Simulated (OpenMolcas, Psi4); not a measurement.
**C2H3N (isocyanomethane): a line through the functionals**

C2H3N has 6 atoms, charge 0, and is taken as a singlet. As SMILES, `[C-]#[N+]C`. The coordinates come from a PBE0-D4/def2-TZVP relaxation.

The dipole moment y, in D, basis def2-SVPD; a is the functional's share of exact exchange. Programs: OpenMolcas 26.06, Psi4 1.11.

```
functional     program     a  y (D)
    revPBE  OpenMolcas     0   3.97
      TPSS  OpenMolcas     0   3.95
     TPSSh        Psi4   0.1   3.92
     B3LYP  OpenMolcas   0.2      ?
      PBE0  OpenMolcas  0.25   3.92
     BHLYP  OpenMolcas   0.5   3.80
```

**Question.** Fit y = c + s·a to the known rows and predict B3LYP.

**Answer.** 
1. Means of the 5 rows: a = 0.1700, y = 3.912.
2. Σ(Δa)² = 0.178, Σ(Δa·Δy) = -0.0532, so the slope is -0.0532/0.178 = -0.29888.
3. Intercept: 3.912 − (-0.29888) × 0.1700 = 3.963. The largest residual of the fit is 0.032.
4. B3LYP: 3.963 + (-0.29888) × 0.2 = 3.90 D.

The run gave 3.90 D, so the prediction is off by 0.00 D: they agree to the digits shown. The measured value is 3.85 D (NIST CCCBDB); in this basis the line meets it at a = 0.38.
